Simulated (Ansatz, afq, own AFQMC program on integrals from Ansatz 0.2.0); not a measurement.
# Where AFQMC and coupled cluster stand for AlH$_{3}$O, triplet

```yaml
atoms:
  - { symbol: Al, position_ang: [-1.0373, 0.0000, 0.0000] }
  - { symbol: H, position_ang: [-1.8302, 1.3734, 0.0000] }
  - { symbol: H, position_ang: [-1.8302, -1.3734, 0.0000] }
  - { symbol: H, position_ang: [0.8267, 0.0000, 0.0000] }
  - { symbol: O, position_ang: [1.9277, 0.0000, 0.0000] }
```

Connectivity, by distances: AlH2 ··· O, 1 bridging H.

Basis cc-pVTZ. Noble-gas cores (and the filled d shells of Ga–Kr and In–Xe) are frozen. AFQMC by an in-house program on the Cholesky factors that Ansatz 0.2.0 writes for its CCSD(T) run. ph-AFQMC/CISD is guided by a CISD state made of CCSD amplitudes; releasing the constraint for a short imaginary time cuts its bias at the price of noise, slowly where states lie close. Uncertainties: one standard error, sampling alone.

Determinant: UHF, the one that the program's search chose, which needn't be the lowest solution. The geometry is a point of a scan.

No full CI on the walks' own integrals is used here. The released AFQMC energy serves as the reference, which it does only where one determinant dominates, the energy is flat over the last release times and near the phaseless one (40 meV or 2 meV an electron, half that with transition metals). On small molecules, where full CI could be run and the noise was under 10 meV, such values lay within 10 meV of it in 19 cases of 20, a flattering rate, since the rule was set on those same cases; what remains of the bias isn't in the error bar.

Cautions: lower spins were not checked; the released value is read at 1.62 1/Eh, later times being too noisy (meV from the phaseless value at times in 1/Eh: -12 ± 7 at 0.24, -29 ± 6 at 0.51, -20 ± 7 at 0.99, -27 ± 8 at 1.62, 3 ± 24 at 2.40).

The T1 diagnostic is 0.0162 and the weight of the determinant in the CISD state is 0.887. The ⟨S²⟩ of the determinant is 2.030 and the size of the correlated space is 12 electrons in 100 orbitals.

Reference: AFQMC with the constraint released, correlation energy -8.744 ± 0.008 eV.

| level | E − E(reference) (mEh) | share of correlation (%) |
| --- | --- | --- |
| HF | 321.33 ± 0.28 | 0.00 |
| MP2 | 43.47 ± 0.28 | 86.47 |
| CCSD | 9.59 ± 0.28 | 97.02 |
| CCSD(T) | 1.30 ± 0.28 | 99.60 |
| ph-AFQMC/CISD | 0.98 ± 0.33 | 99.70 |

A walk keeps the symmetry of its determinant, which the program's search chose and which needn't be the lowest solution, so a lower state of the same spin and another symmetry isn't excluded. Released energies are given only where the last usable release times agree within the noise; a slower fall can still hide under it.
